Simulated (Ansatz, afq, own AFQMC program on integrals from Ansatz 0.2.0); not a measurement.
# Atomization energy of N₂, triplet

```
atom   x (Å)   y (Å)   z (Å)
   N  0.0000  0.0000  0.0000
   N  0.0000  0.0000  1.2663
```

Atoms in their ground-state spins without spin–orbit coupling (mostly on UHF) minus the molecule (UHF), without zero-point energy. The geometry is a stationary point, not shown to be a minimum.

Basis 6-31G. Noble-gas cores (and the filled d shells of Ga–Kr and In–Xe) are frozen. Integrals, coupled cluster, full CI and functionals: Ansatz 0.2.0; the random walks run on the same integrals in our own AFQMC program. The CISD trial takes its coefficients from CCSD amplitudes. Released means that phaseless walkers are propagated on without the constraint, phases kept. Error bars are statistical, one sigma. The errors of all members are added in quadrature.

Full CI on the same integrals is exact in this basis and with this determinant's frozen core.

Errors are counted within 6-31G, not against nature.

Cautions: N₂ (triplet): lower spins were not checked, strong correlation (T1 0.071, weight of the determinant 0.70, largest double 0.41), (T) is large, 7 % of the CCSD correlation, unrestricted determinant spin contaminated (⟨S²⟩ 2.30 against 2.00), CCSD(T) is in doubt: in a space of 10 electrons in 9 natural orbitals full CI lies 94 meV below it, the CCSDT(Q) amplitudes may be one of several solutions (largest double 1.02), the CCSDTQ amplitudes may be one of several solutions (largest double 1.04).

```csv
level,atomization energy (eV)
HF,-2.215
MP2,0.092
```

Problem. From these cheaper values, estimate the atomization energy at the reference level in 6-31G.

Solution. 1.660 eV (full CI in 6-31G).

```json
{"level": "CCSD", "atomization energy (eV)": "1.053", "error against FCI (eV)": "-0.608"}
{"level": "CCSD(T)", "atomization energy (eV)": "1.383", "error against FCI (eV)": "-0.277"}
{"level": "CCSDT", "atomization energy (eV)": "1.628", "error against FCI (eV)": "-0.033"}
{"level": "CCSDT(Q)", "atomization energy (eV)": "1.705", "error against FCI (eV)": "0.045"}
{"level": "CCSDTQ", "atomization energy (eV)": "1.658", "error against FCI (eV)": "-0.002"}
{"level": "ph-AFQMC/HF", "atomization energy (eV)": "0.978 ± 0.029", "error against FCI (eV)": "-0.682 ± 0.029"}
```

Correlation beyond CCSD(T) adds 0.277 eV. The perturbative (T) step is worth +0.331 eV. Where the cautions show a poor determinant, the low rows tell how each method copes with it, not its usual error.

CCSDT and higher add their correlation energy to the determinant of the CCSD(T) run, since their own runs factorise the integrals more tightly (a shift of under 2 meV).
